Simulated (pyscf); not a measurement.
# 1,1-elimination: `[CH3][SiH]([Cl])[Cl]` → `[CH3][Si][Cl]` [singlet] + `[ClH]`

Gas phase, singlet surface, charge 0. Bonds broken: Si2–Cl3, Si2–H8. Bonds formed: Cl3–H8. Single points on ωB97X-D3(BJ)/def2-SVP structures (PySCF, gas phase).

Transition state (Å):

```xyz
8

C     -0.0939     0.3527     0.0253
Si    -1.2741     0.2120    -1.4231
Cl    -1.5314    -2.3416    -1.3459
Cl    -3.0863     0.9181    -0.7147
H     -0.5552    -0.0586     0.9366
H      0.1424     1.4150     0.2058
H      0.8413    -0.1875    -0.1874
H     -1.2971    -1.1917    -2.3611
```

One imaginary mode, 1127i cm⁻¹; descent along it reached the two sides named, in the forms told below.

```
bond     change  reactant side (Å)  saddle  product side
-------  ------  -----------------  ------  ------------
Si2–Cl3  breaks              2.060   2.568           2.9
Si2–H8   breaks              1.480   1.688           2.9
Cl3–H8    forms                2.9   1.552         1.291
```

Electronic energies relative to the reactant's lowest minimum found (kcal/mol):

| level | barrier | reaction energy | reverse barrier |
|---|---|---|---|
| ωB97X-D3(BJ)/def2-TZVP | 78.9 | +75.4 | 3.6 |
| PBE/def2-TZVP | 62.9 | +66.9 | -4.0 |
| r²SCAN/def2-TZVP | 70.0 | +74.3 | -4.4 |
| B3LYP-D3(BJ)/def2-TZVP | 70.1 | +69.0 | 1.1 |
| PBE0-D3(BJ)/def2-TZVP | 71.1 | +72.6 | -1.5 |
| M06-2X/def2-TZVP | 75.1 | +70.2 | 4.9 |
| ωB97M-D3(BJ)/def2-TZVP | 74.9 | +68.9 | 6.0 |
| HF/def2-TZVP | 91.8 | +70.6 | 21.2 |

With ωB97M-D3(BJ)/def2-TZVP energies and thermal terms (ideal gas, 1 atm, RRHO with modes under 100 cm⁻¹ raised to 100, one conformer, R ln 2 for chiral ones without a mode under 150 cm⁻¹), in kcal/mol:

```json
[
 {"T (K)": "298", "ΔH‡": "71.8", "ΔG‡": "70.9", "ΔH": "+66.8", "ΔG": "+55.8"},
 {"T (K)": "600", "ΔH‡": "71.8", "ΔG‡": "70.0", "ΔH": "+66.7", "ΔG": "+44.6"},
 {"T (K)": "900", "ΔH‡": "71.6", "ΔG‡": "69.1", "ΔH": "+66.2", "ΔG": "+33.7"},
 {"T (K)": "1200", "ΔH‡": "71.3", "ΔG‡": "68.3", "ΔH": "+65.4", "ΔG": "+23.0"}
]
```

On the product side the descent ends in a complex, 5.8 kcal/mol under the separated species and 9.4 kcal/mol under the saddle at ωB97X-D3(BJ)/def2-TZVP. At PBE, r²SCAN, PBE0-D3(BJ) the saddle lies under the separated products, which points to a path from their complex (located at ωB97X-D3(BJ) alone), and parting the products costs more than the saddle. This is the saddle that the search found; another between the same sides may lie lower.
